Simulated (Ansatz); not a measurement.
SnSe (Pnma, No. 62) was calculated with PBE-D3(BJ) (Ansatz, an electronic-structure program, PAW).

Run with plane-wave cutoff 520 eV, 4×8×8 k mesh (along the axes of the cell as run), Fermi–Dirac smearing 0.01 eV, scalar-relativistic PAW data made under PBE.

Cell (relaxed at this level):

SnSe is taken in the orthorhombic space group Pnma (No. 62), Pearson symbol oP8. Cell: a = 11.4844 Å, b = 4.1685 Å, c = 4.3852 Å, α = β = γ = 90.00°. Se on 4c is surrounded by 3 Sn at 2.766–2.818 Å and 3 Sn at 3.276–3.431 Å. Sn on 4c has 3 Se at 2.766–2.818 Å and 3 Se at 3.276–3.431 Å. (Neighbours: up to the widest gap in distance over summed covalent radii, below 1.35, at either atom; cation-cation and far metal-metal contacts left out.)

Task: Give the computed band gap and direct gap at Γ.

Result: 
* **band gap**: 0.57 eV (on the SCF k mesh)
* **direct gap at Γ**: 1.14 eV

Measured, for comparison: band gap 0.91 eV (temperature not stated, no zero-point or thermal correction, compiled measured gap; kind and temperature not stated; as tabulated in Kothakonda et al. (2022), arXiv:2208.02841).

Spin–orbit coupling is not included.

Computed values are for the static lattice.

The result took very roughly 7 core-minutes.
